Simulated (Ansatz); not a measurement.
## [NH2···H···H], doublet: transfer scan

Starting geometry:

```xyz
5

N    -0.1499   -0.0316   -0.0492
H    -0.4471    0.9362   -0.0492
H    -0.4471   -0.4339    0.8311
H     0.8626   -0.0316   -0.0492
H     2.1141   -0.0316   -0.0492
```

From there H4 is moved from one fragment to the other while all else, the fragments' distance too, stays fixed, so the hump isn't the reaction's barrier; atoms are numbered as listed. Energies are in kcal/mol, counted from the starting geometry at the same level.

Basis 6-31G; Ansatz 0.2.0. Correlated methods freeze the noble-gas cores. R marks a restricted (for open shells ROHF) determinant, U an unrestricted one.

For open shells CISD is restricted-active-space CI with the open shells as a complete middle space.

Full CI is exact within this basis and frozen core; it isn't the basis-set limit. The frozen core follows each run's orbitals, which can shift R against U totals by a few meV.

| distance N1-H4 (Å) | full CI | unpaired electrons (full CI) | error UHF | error RMP2 | error CISD | error RCCSD | error RCCSD(T) | error RCCSDT |
| --- | --- | --- | --- | --- | --- | --- | --- | --- |
| 0.942 | 3.3 | 1.02 | -1.9 | -0.5 | -0.4 | -0.1 | 0.0 | 0.0 |
| 1.012 | 0.0 | 1.02 | 0.0 | 0.0 | 0.0 | 0.0 | 0.0 | 0.0 |
| 1.085 | 1.4 | 1.02 | 2.0 | 0.7 | 0.5 | 0.2 | 0.0 | 0.0 |
| 1.157 | 4.8 | 1.03 | 3.8 | 1.7 | 1.2 | 0.3 | 0.1 | 0.0 |
| 1.230 | 8.1 | 1.03 | 4.8 | 2.5 | 1.9 | 0.6 | 0.1 | 0.0 |
| 1.302 | 9.6 | 1.03 | 4.3 | 6.2 | 2.6 | 0.5 | 0.1 | 0.0 |
| 1.374 | 8.9 | 1.03 | 2.4 | 7.0 | 1.8 | 0.3 | 0.1 | 0.0 |
| 1.447 | 7.0 | 1.03 | 0.1 | 5.9 | 0.8 | 0.0 | 0.0 | 0.0 |
| 1.519 | 5.8 | 1.02 | -1.9 | 5.0 | 0.1 | -0.1 | 0.0 | -0.1 |

Unpaired electrons are Σ n²(2−n)² over natural occupations. Errors are those of relative energies. In total energy the starting point itself misses full CI by: UHF 83.4, RMP2 9.8, CISD 4.8, RCCSD 1.3, RCCSD(T) 0.3, RCCSDT 0.2 kcal/mol.

Spread of the error over the points with a reference, to 1.519 Å (largest less smallest): RCCSDT 0.1, RCCSD(T) 0.2, RCCSD 0.7, CISD 2.9, UHF 6.8, RMP2 7.5 kcal/mol.
